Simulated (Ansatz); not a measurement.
in.yaml

```yaml
crystal:
  periodic: [false, false, false]
  atoms:
    - {symbol: Al, position_ang: [0.000000, 0.000000, 0.574312]}
    - {symbol: C, position_ang: [0.000000, 0.000000, -1.315163]}
    - {symbol: H, position_ang: [0.000000, 1.382040, 1.347560]}
    - {symbol: H, position_ang: [0.000000, -1.382040, 1.347560]}
    - {symbol: H, position_ang: [0.000000, 0.000000, -2.397288]}
basis:
  gaussian: {orbitals: cc-pVTZ}
magnetization: {spin_polarized: true, initial_magnetization: 2}
correlation: {method: ccsd_t, electrons: outside_noble_gas}
```

```sh
$ ansatz run in.yaml --threads 2 --pin off --events-out ev --progress --plain --max-ram 24576MiB --backend cuda --devices 0, --max-vram 18GiB
```

Output:

```
618 factors; integrals over basis functions are off by at most 1.2e-3 eV
mean field evaluation 1: about -7657.5987 eV, gradient 1.1e1 eV
mean field evaluation 2: about -7657.6043 eV, gradient 1.1e1 eV
mean field evaluation 4: about -7658.8702 eV, gradient 1.5e0 eV
mean field evaluation 8: about -7658.8969 eV, gradient 7.8e-4 eV
mean field evaluation 16: about -7658.8891 eV, gradient 1.6e-1 eV
mean field -7658.89691233 eV, -281.4592701415 hartree, gradient 2.3e-6 eV, S^2 2.021023; 0 other end points of the search recorded, 0 dependent functions left out
6 core orbitals not correlated: weight in the atoms' cores, before any rotation towards them, 1.000 or more for the frozen orbitals, at most 0.000 for the correlated occupied ones
reference -7658.89691233 eV, -281.4592701415 hartree; 6, 4 occupied and 94, 96 virtual orbitals, 618 factors
second order -5.14883496 eV of doubles, -0.00000000 eV of singles
cycle   1  -5.81990579 eV  change   -6.7e-1 eV  update   6.0e-2
cycle   2  -6.07405836 eV  change   -2.5e-1 eV  update   2.3e-2
cycle   3  -6.09007173 eV  change   -1.6e-2 eV  update   7.7e-3
cycle   4  -6.08975627 eV  change    3.2e-4 eV  update   3.1e-3
cycle   5  -6.08996667 eV  change   -2.1e-4 eV  update   1.3e-3
cycle   6  -6.09002605 eV  change   -5.9e-5 eV  update   4.6e-4
cycle   7  -6.09010611 eV  change   -8.0e-5 eV  update   2.0e-4
cycle   8  -6.09011492 eV  change   -8.8e-6 eV  update   6.9e-5
cycle   9  -6.09008966 eV  change    2.5e-5 eV  update   2.8e-5
cycle  10  -6.09008792 eV  change    1.7e-6 eV  update   1.1e-5
perturbative correction -0.16589799 eV, -0.0060966385 hartree
Total energy: -7665.15289824 eV, -281.6891733832 hartree
```

For the same geometry and basis UCCSDT(Q) lies 33.2 meV lower.

Ran on 2 threads of AMD EPYC 7R13 with a shared H100 80 GB, shared host: 15 s wall, 0.79 GiB peak host memory.
